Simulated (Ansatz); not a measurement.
I need vertical and adiabatic energies of changing the electron count of AlN. Use Ansatz 0.2.0 through its Python package. Settings (for the species named): r2SCAN, def2-SVP basis, multiplicity 3.

```xyz
2

Al    0.0000    0.0000    0.0000
N     0.0000    0.0000    1.8500
```

`adiabatic.py`:
```python
"""Vertical and adiabatic ionisation of AlN."""

import itertools

import ansatz
from ase.data import atomic_numbers, covalent_radii
import numpy as np

system = (
    ansatz.Crystal.molecule()
    .atom("Al", [0.0, 0.0, 0.0])
    .atom("N", [0.0, 0.0, 1.85])
)

calculation = (
    system.calculation()
    .basis(gaussian="def2-SVP")
    .functional("r2SCAN")
    .spin("collinear", total=2)
)
symbols = [site.symbol for site in system.cartesian_sites]
start = np.array([site.position_ang for site in system.cartesian_sites], dtype=float)
report = calculation.relax(force_tolerance=0.01, max_steps=100).run(threads=1, pin="off").report
end = np.array(report["positions_ang"])

minimum = ansatz.Crystal.molecule()
for symbol, place in zip(symbols, end):
    minimum = minimum.atom(symbol, place.tolist())
ion = (
    minimum.calculation()
    .basis(gaussian="def2-SVP")
    .functional("r2SCAN")
    .charge(1)
    .spin("collinear", total=1)
)
vertical = ion.run(threads=1, pin="off").report
settled = ion.relax(force_tolerance=0.01, max_steps=80).run(threads=1, pin="off").report
print(f"vertical ionisation energy   {vertical['free_energy_ev'] - report['free_energy_ev']:.3f} eV")
print(f"adiabatic, no zero point     {settled['free_energy_ev'] - report['free_energy_ev']:.3f} eV")
print(f"relaxation energy of the ion {vertical['free_energy_ev'] - settled['free_energy_ev']:.3f} eV")
ionised = np.array(settled["positions_ang"])
# pairs closer than 1.2 times the sum of covalent radii, before or after
radius = [covalent_radii[atomic_numbers[s]] for s in symbols]
span = lambda where, i, j: np.linalg.norm(where[i] - where[j])
bonded = [(i, j) for i, j in itertools.combinations(range(len(symbols)), 2) if min(span(end, i, j), span(ionised, i, j)) < 1.2 * (radius[i] + radius[j])]
print("pair        before    after (A)")
for i, j in bonded:
    print(f"{symbols[i]}{i}-{symbols[j]}{j}".ljust(10), f"{span(end, i, j):8.4f} {span(ionised, i, j):8.4f}")
```

```console
$ python adiabatic.py
vertical ionisation energy   8.908 eV
adiabatic, no zero point     8.766 eV
relaxation energy of the ion 0.141 eV
pair        before    after (A)
Al0-N1       1.7912   1.9278
```

Caveats:
- The energies are electronic: no zero-point or thermal terms, and the basis set is short of its limit. The product may relax into another structure. The relaxation finds the nearest minimum, so the adiabatic value is an upper bound.
- The species is open-shell (spin multiplicity 3).
- The expectation value of S² is noticeably off S(S+1) in at least one run, so that state is spin-contaminated.
- Only the spin states typed were run; another state of an ion can lie lower, by up to an eV or two.
- The spin state was assumed, and another may lie lower.
- It ran for 28 s on 1 thread of Intel(R) Xeon(R) 6975P-C (Granite Rapids) (shared host), peak memory 0.2 GiB.

(Lines on the test bed's own set-up are left out of the output.)
